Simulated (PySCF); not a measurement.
tetrafluoroethylene cation (C2F4), SMILES C(F)(=C(F)F)F (connectivity only; charge and spin as stated), charge +1, multiplicity 2. Atoms are numbered in the order given.

```xyz
6

F      0.0000     1.0804    -1.3504
C      0.0000     0.0000    -0.7098
F      0.0000    -1.0804    -1.3504
C      0.0000     0.0000     0.7098
F      0.0000    -1.0804     1.3504
F      0.0000     1.0804     1.3504
```
Charge +1, spin multiplicity 2.

Geometry optimised at PBE0-D3(BJ)/def2-SVP. The multiplicity is an assumed one; other spin states were not compared.

Two levels are set side by side: PBE/pcH-1 (PySCF) and B3LYP/pcH-1 (PySCF). Contact hyperfine couplings, same geometry. Differences are taken from unrounded values.

| quantity | B3LYP | PBE | PBE minus B3LYP |
|---|---|---|---|
| A(iso) of 19F, atom F1 (MHz) | 90.9 | 54.0 | -36.9 |
| A(iso) of 13C, atom C2 (MHz) | 8.8 | 6.3 | -2.5 |
| A(iso) of 19F, atom F3 (MHz) | 90.9 | 54.0 | -36.9 |
| A(iso) of 13C, atom C4 (MHz) | 8.8 | 6.3 | -2.5 |
| A(iso) of 19F, atom F5 (MHz) | 90.9 | 54.0 | -36.9 |
| A(iso) of 19F, atom F6 (MHz) | 90.9 | 54.0 | -36.9 |

Rough cost on one machine, each run with all the roots and properties that it gave: B3LYP against PBE within a factor of 2.
